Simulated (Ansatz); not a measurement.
**BH3F (doublet): the correlation ladder at distance B1–H4 along a hydrogen transfer = 1.617 Å, cc-pVDZ**

One table from this session's results is given with a row withheld; the runs are named, their logs left out.

Method: cc-pVDZ, core rule «outside noble gas», up to 2 orbitals frozen; program: Ansatz 0.2.0, Gaussian basis.

The runs, in order: UHF; CCSD(T) on ROHF; CCSD(T) on UHF; BCCD(T) on ROHF; CISD; CCSDT(Q) on ROHF; CCSDT(Q) on UHF; CASSCF and MRCISD+Q, 3 electrons in 3 orbitals; CASSCF and NEVPT2, 3 electrons in 3 orbitals.

16 further runs of the same task are left out: 9 for a known fault of the program, 1 for a mislabelled method, 5 that didn't finish, 1 set aside as unsound or not needed.

## The system

The geometry derives from fragments relaxed apart (PBE0/def2-TZVP) and kept rigid, so it is no stationary point. A hydrogen atom is moved between rigid fragments.

5 atoms, charge 0, spin multiplicity 2.

Atoms are counted from 1 here; the program's logs count them from 0.

Bond lengths: B1–H2 1.193 Å, B1–H3 1.193 Å, H4–F5 1.070 Å. Angles: H2–B1–H3 120.0°.

The first run:

in.yaml reads:

```yaml
crystal:
  periodic: [false, false, false]
  atoms:
    - {symbol: B, position_ang: [-1.567790, 0.000000, 0.000000]}
    - {symbol: H, position_ang: [-2.164524, 1.033571, 0.000000]}
    - {symbol: H, position_ang: [-2.164524, -1.033571, 0.000000]}
    - {symbol: H, position_ang: [0.049210, 0.000000, 0.000000]}
    - {symbol: F, position_ang: [1.119210, 0.000000, 0.000000]}
basis:
  gaussian: {orbitals: cc-pVDZ}
magnetization: {spin_polarized: true, initial_magnetization: 1}
hamiltonian: {xc: hf}
output: {orbitals: {seedname: orbitals}}
```

Launch:

```bash
$ ansatz run in.yaml --threads 1 --pin off --events-out ev --progress --plain --max-ram 2393MiB
```

Steps of the session up to this table: UHF; CCSD(T) on ROHF; CCSD(T) on UHF; BCCD(T) on ROHF; CISD; CCSDT(Q) on ROHF; CCSDT(Q) on UHF; CASSCF and MRCISD+Q, 3 electrons in 3 orbitals; CASSCF and NEVPT2, 3 electrons in 3 orbitals.

One table of the session follows, with a row left open; its other results are not shown here.

| method | from UCCSDT(Q) (kcal/mol) |
| --- | --- |
| ROHF | +196.56 |
| UHF | +193.78 |
| RMP2 | +18.65 |
| UMP2 | +19.22 |
| CISD | ? |
| RCCSD | +3.55 |
| UCCSD | +3.46 |
| RCCSD(T) | +0.74 |
| UCCSD(T) | +0.74 |
| BCCD(T) | +0.72 |
| RCCSDT | +0.36 |
| UCCSDT | +0.35 |
| RCCSDT(Q) | +0.02 |
| UCCSDT(Q) | 0 |
| CASSCF pair | +179.18 |
| NEVPT2 pair | +18.16 |
| MRCISD pair | +14.25 |
| MRCISD+Q pair | +1.85 |

Estimate the missing values for CISD.

As computed: from UCCSDT(Q) (kcal/mol): +16.83. In the column «from UCCSDT(Q) (kcal/mol)» it lies between MRCISD pair (+14.25) and NEVPT2 pair (+18.16).

To keep in mind: Restricted and unrestricted rows rest on different reference determinants; where their highest levels disagree by more than a few hundredths of an eV, they describe different states and don't form one ladder.
